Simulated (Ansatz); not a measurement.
Input file for Ansatz (a first-principles code): R-HF/def2-TZVPP on SiH4 (SMILES [SiH4]), atoms moved off the minimum.

Ansatz 0.2 input:
```yaml
crystal:
  periodic: [false, false, false]
  atoms:
    - {symbol: Si, position_ang: [-0.04310027, 0.29159945, 0.21783610]}
    - {symbol: H, position_ang: [-0.26445537, 1.24625682, -0.86284918]}
    - {symbol: H, position_ang: [-0.80250106, 0.12279566, 1.08302230]}
    - {symbol: H, position_ang: [1.34809779, -0.24897380, 0.29833788]}
    - {symbol: H, position_ang: [-0.48032698, -1.10203821, -0.76575809]}
basis:
  gaussian:
    orbitals: def2-TZVPP
hamiltonian:
  xc: {name: HF}
scf: {lower_state_search: off}
output: {forces: true}
```

It printed:

```
WARN ansatz: RAYON_NUM_THREADS=1 ignored (pool sized by the plan → 1); use --threads N
Functional definition: HF
these checks for a lower state are left out or cut short: stability, starts, cluster_reference, orbital_swaps, neighbouring_geometries, increment
integrals: 0.02 GiB planned
569 factors; their error is unknown
mean field: 0.13 GiB planned
mean field evaluation 1: about -7922.0675 eV, gradient 1.1e1 eV
mean field evaluation 2: about -7922.6840 eV, gradient 3.2e0 eV
mean field evaluation 4: about -7922.7563 eV, gradient 1.6e-1 eV
mean field evaluation 8: about -7922.8679 eV, gradient 4.4e-5 eV
mean field -7922.86790678 eV, -291.1600252613 hartree, gradient 5.1e-7 eV, S^2 0.000000; 0 other end points of the search recorded, 0 dependent functions left out
the calculation of the forces begins
reference -7922.86790678 eV, -291.1600252613 hartree; 9, 9 occupied and 89, 89 virtual orbitals, 569 factors
Total energy: -7922.86790678 eV, -291.1600252613 hartree
Atom 0 at    -0.043100     0.291599     0.217836 Å, force     7.240747    -3.103509   -12.241709 eV/Å
Atom 1 at    -0.264455     1.246257    -0.862849 Å, force     0.109691     0.894119     0.505780 eV/Å
Atom 2 at    -0.802501     0.122796     1.083022 Å, force    -7.575615    -0.802100     9.577403 eV/Å
Atom 3 at     1.348098    -0.248974     0.298338 Å, force    -0.118064     1.025192     0.715828 eV/Å
Atom 4 at    -0.480327    -1.102038    -0.765758 Å, force     0.343240     1.986299     1.442698 eV/Å
Dipole moment:     0.035533     0.328848     0.289491 e Å
Checks for a lower state left out: stability, starts, cluster_reference, orbital_swaps, neighbouring_geometries, increment
```

The run converged.

Cost: roughly 0.20 core-seconds.
